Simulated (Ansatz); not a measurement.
Ansatz (an electronic-structure program) input (B3LYP/6-311+G**): The .json file is the Basis Set Exchange's 6-311+G**.

Ansatz 0.2 input:
```yaml
crystal:
  periodic: [false, false, false]
  atoms:
    - {symbol: C, position_ang: [-0.01039700, 0.04948473, 0.04581695]}
    - {symbol: C, position_ang: [0.04562202, 0.74152005, 1.29268063]}
    - {symbol: C, position_ang: [-0.01671205, -0.74121037, 1.32473380]}
    - {symbol: C, position_ang: [0.71188699, 0.03234486, -1.25579947]}
    - {symbol: C, position_ang: [-0.80282912, 0.06363022, -1.21668527]}
    - {symbol: H, position_ang: [0.72740551, 1.45715498, 1.72579549]}
    - {symbol: H, position_ang: [-0.95012484, -1.21444087, 1.61781362]}
    - {symbol: H, position_ang: [0.87066798, -1.30201312, 1.60781105]}
    - {symbol: H, position_ang: [1.18804037, -0.89298083, -1.55656501]}
    - {symbol: H, position_ang: [1.23209161, 0.93132286, -1.56122286]}
    - {symbol: H, position_ang: [-1.33361655, -0.83962603, -1.48896764]}
    - {symbol: H, position_ang: [-1.29988894, 0.98596608, -1.48914431]}
basis:
  gaussian:
    orbitals: 6-311+G__.json
hamiltonian:
  xc: {name: B3LYP}
magnetization: {spin_polarized: true, initial_magnetization: 1}
output: {forces: true}
```

Output:

```
WARN ansatz: RAYON_NUM_THREADS=1 ignored (pool sized by the plan → 1); use --threads N
Functional definition: B3LYP
integrals: 0.08 GiB planned
1208 factors; their error is unknown
mean field: 0.85 GiB planned
mean field evaluation 1: about -5283.3862 eV, gradient 5.1e1 eV
mean field evaluation 2: about -5267.1834 eV, gradient 7.6e1 eV
mean field evaluation 4: about -5296.4932 eV, gradient 5.3e0 eV
mean field evaluation 8: about -5296.6141 eV, gradient 6.6e-2 eV
mean field evaluation 16: about -5296.5842 eV, gradient 7.5e-5 eV
mean field -5296.58424223 eV, -194.6458807482 hartree, gradient 1.9e-5 eV, S^2 0.753806; 0 other end points of the search recorded, 0 dependent functions left out
the calculation of the forces begins
reference -5296.58458697 eV, -194.6458934171 hartree; 19, 18 occupied and 133, 134 virtual orbitals, 1208 factors
Total energy: -5296.58458697 eV, -194.6458934171 hartree
Atom 0 at    -0.010397     0.049485     0.045817 Å, force    -0.003873    -0.013026    -0.029102 eV/Å
Atom 1 at     0.045622     0.741520     1.292681 Å, force    -0.020351     0.187351     0.139542 eV/Å
Atom 2 at    -0.016712    -0.741210     1.324734 Å, force    -0.007656    -0.158476     0.101340 eV/Å
Atom 3 at     0.711887     0.032345    -1.255799 Å, force     0.133846    -0.002346    -0.105786 eV/Å
Atom 4 at    -0.802829     0.063630    -1.216685 Å, force    -0.137518     0.004994    -0.096674 eV/Å
Atom 5 at     0.727406     1.457155     1.725795 Å, force     0.039347     0.051491     0.035893 eV/Å
Atom 6 at    -0.950125    -1.214441     1.617814 Å, force    -0.054072    -0.031500     0.025231 eV/Å
Atom 7 at     0.870668    -1.302013     1.607811 Å, force     0.052872    -0.038627     0.025606 eV/Å
Atom 8 at     1.188040    -0.892981    -1.556565 Å, force     0.034832    -0.054822    -0.026082 eV/Å
Atom 9 at     1.232092     0.931323    -1.561223 Å, force     0.037313     0.053692    -0.025910 eV/Å
Atom 10 at    -1.333617    -0.839626    -1.488968 Å, force    -0.038622    -0.053962    -0.023301 eV/Å
Atom 11 at    -1.299889     0.985966    -1.489144 Å, force    -0.036118     0.055231    -0.020758 eV/Å
Dipole moment:     0.101917    -0.071105    -0.099072 e Å
```
